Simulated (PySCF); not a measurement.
Gas-phase reaction: 4 BH2F ⇌ 2 BHF2 + 3 H2 + 2 B

Computed with PySCF (xtb for GFN2) and rigid-rotor harmonic-oscillator thermochemistry at 1 bar. † marks an energy on the PBE0/def2-TZVP geometry and frequencies; other levels use their own. MP2 and CCSD(T) freeze the core. 6-31G* has spherical d functions here. Open shells (unrestricted): B (multiplicity 2); the rest are closed-shell singlets. GFN2 has no spin-polarisation term. Spin-orbit splitting is ignored; it lowers the true energy and changes the entropy of B. B3LYP is the form with VWN-RPA correlation. BH2F: computed as isolated molecules; such fragments, hydroxides, amides, oligomers or adducts are transient or little studied in the gas. MP2 isn't extrapolated to the basis-set limit. CCSD(T) isn't extrapolated to the basis-set limit.

```tsv
level	ΔH°(298 K), kJ
B3LYP/6-31G*	?
B3LYP/def2-TZVP†	932
CCSD(T)/def2-TZVPP†	?
GFN2-xTB	1619
HF/def2-TZVP†	?
M06-2X/def2-TZVP†	937
MP2/def2-SVP†	946
PBE/def2-TZVP†	951
LDA/def2-TZVP†	1055
ωB97M-V/def2-TZVP†	936
ωB97X-V/def2-TZVP†	?
```

Problem. What belongs in the gaps?

Solution. 
- B3LYP/6-31G*, ΔH°(298 K), kJ: 957
- CCSD(T)/def2-TZVPP†, ΔH°(298 K), kJ: 881
- HF/def2-TZVP†, ΔH°(298 K), kJ: 806
- ωB97X-V/def2-TZVP†, ΔH°(298 K), kJ: 943
